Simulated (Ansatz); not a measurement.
# AlH₅OSi (SMILES [OH][AlH][SiH3]): single points off equilibrium

One table from this session's results is given with a row withheld; the runs are named, their logs left out.

Computed with Ansatz 0.2.0, Gaussian basis. Level: single points in def2-TZVPP.

Cores are frozen in the correlated methods.

## The starting structure

SMILES `[OH][AlH][SiH3]`, 8 atoms, charge 0, spin multiplicity 1.

Atoms are counted from 1 here; the program's logs count them from 0.

Bond lengths: O1–Al2 1.643 Å, O1–H4 0.947 Å, Al2–Si3 2.401 Å, Al2–H5 1.558 Å, Si3–H6 1.500 Å, Si3–H7 1.471 Å, Si3–H8 1.469 Å. Angles: Al2–O1–H4 177.5°, O1–Al2–Si3 121.6°, O1–Al2–H5 113.4°, Si3–Al2–H5 125.0°, Al2–Si3–H6 116.8°, Al2–Si3–H7 117.2°, Al2–Si3–H8 109.8°, H6–Si3–H7 103.0°, H6–Si3–H8 105.5°, H7–Si3–H8 103.0°.

As a file:

```csv
atom,x (Å),y (Å),z (Å)
O1,-1.7999,0.7131,-1.0383
Al2,-0.2779,0.9350,-0.4615
Si3,0.9031,-0.8188,0.6752
H4,-2.6853,0.6254,-1.3626
H5,0.2867,2.3605,-0.7367
H6,1.5054,-0.4778,2.0057
H7,2.0211,-1.4509,-0.0420
H8,-0.0038,-1.9452,0.9318
```

The first run:

Contents of run/in.yaml:

```yaml
crystal:
  periodic: [false, false, false]
  atoms:
    - {symbol: O, position_ang: [-1.799900, 0.713100, -1.038300]}
    - {symbol: Al, position_ang: [-0.277900, 0.935000, -0.461500]}
    - {symbol: Si, position_ang: [0.903100, -0.818800, 0.675200]}
    - {symbol: H, position_ang: [-2.685300, 0.625400, -1.362600]}
    - {symbol: H, position_ang: [0.286700, 2.360500, -0.736700]}
    - {symbol: H, position_ang: [1.505400, -0.477800, 2.005700]}
    - {symbol: H, position_ang: [2.021100, -1.450900, -0.042000]}
    - {symbol: H, position_ang: [-0.003800, -1.945200, 0.931800]}
basis:
  gaussian: {orbitals: def2-TZVPP}
correlation: {method: ccsd_t}
output: {forces: true}
```

The command line of these runs was not kept.

Among the steps run: CCSD(T)/def2-TZVPP; PBE0-D4/def2-TZVPP; wB97M-V/def2-TZVPP; r2SCAN-D4/def2-TZVPP; PBE-D4/def2-TZVPP; BHLYP-D4/def2-TZVPP; wB97X-V/def2-TZVPP.

One table of the session follows, with a row left open; its other results are not shown here.

| method | RMS force component (eV/Å) | angle to CCSD(T) forces (°) | dipole (D) |
| --- | --- | --- | --- |
| CCSD(T) | 0.327 | reference | 1.52 |
| PBE0-D4 | 0.296 | 9.7 | 1.44 |
| wB97M-V | 0.302 | 8.3 | 1.53 |
| r2SCAN-D4 | 0.285 | 8.5 | 1.50 |
| PBE-D4 | 0.312 | 32.2 | 1.48 |
| BHLYP-D4 | 0.369 | 23.1 | 1.45 |
| wB97X-V | ? | ? | ? |

**Question.** Estimate the row for wB97X-V.

The run gave: RMS force component (eV/Å): 0.316; angle to CCSD(T) forces (°): 4.2; dipole (D): 1.48. In the column «RMS force component (eV/Å)» it lies between PBE-D4 (0.312) and CCSD(T) (0.327).
